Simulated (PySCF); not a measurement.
**Nuclear quadrupole coupling in chlorobenzene**

Species: chlorobenzene, C6H5Cl.
Cartesian coordinates in Å at the PBE0-D3(BJ)/def2-SVP level; atoms count from 1:
```xyz
12
C6H5Cl angstrom
Cl     3.5233    0.3066   -0.0059
C      1.7944    0.1785   -0.0025
C      1.0196    1.3377    0.0130
C     -0.3693    1.2263    0.0156
C     -0.9775   -0.0283    0.0029
C     -0.1902   -1.1790   -0.0124
C      1.1999   -1.0827   -0.0152
H      1.5081    2.3133    0.0228
H     -0.9797    2.1324    0.0275
H     -2.0666   -0.1094    0.0049
H     -0.6596   -2.1655   -0.0224
H      1.8275   -1.9752   -0.0271
```

Field gradients from the PBE0/pcSseg-1 density (PySCF, non-relativistic), principal values in atomic units, ordered |Vxx| ≤ |Vyy| ≤ |Vzz|:

| atom | Vxx | Vyy | Vzz |
| --- | --- | --- | --- |
| Cl1 | -1.7916 | -2.1162 | 3.9078 |

Task: Find the asymmetry η = (Vxx − Vyy)/Vzz and the couplings χ = eQV/h (234.96 MHz × Q in barn × V in au), with Q(35Cl) = −0.0817 b.

Result: 
```
atom    environment  nucleus     η  χzz (MHz)  χxx (MHz)  χyy (MHz)
 Cl1  aryl chlorine     35Cl  0.08     -75.02      34.39      40.62
```

The tensor is traceless: Vxx + Vyy + Vzz = 0.

Task: What is Vzz at Cl1 in SI units (1 au = 9.71736 × 10²¹ V/m²)?

Result: 3.9078 au = 37.974 × 10²¹ V/m².

Task: What couplings would deuterons (Q(2H) = 0.00286 b) have in place of the hydrogens, at this geometry?

Result: 
| atom | bonded to | bond length (Å) | Vzz (au) | η | χzz (kHz) |
| --- | --- | --- | --- | --- | --- |
| H8 | C3 | 1.091 | 0.3037 | 0.07 | 204 |
| H9 | C4 | 1.093 | 0.3032 | 0.07 | 204 |
| H10 | C5 | 1.092 | 0.3046 | 0.07 | 205 |
| H11 | C6 | 1.093 | 0.3031 | 0.07 | 204 |
| H12 | C7 | 1.091 | 0.3036 | 0.07 | 204 |

Isolated species at its PBE0-D3(BJ)/def2-SVP geometry, gas phase. A larger basis could move these couplings by a tenth or more.
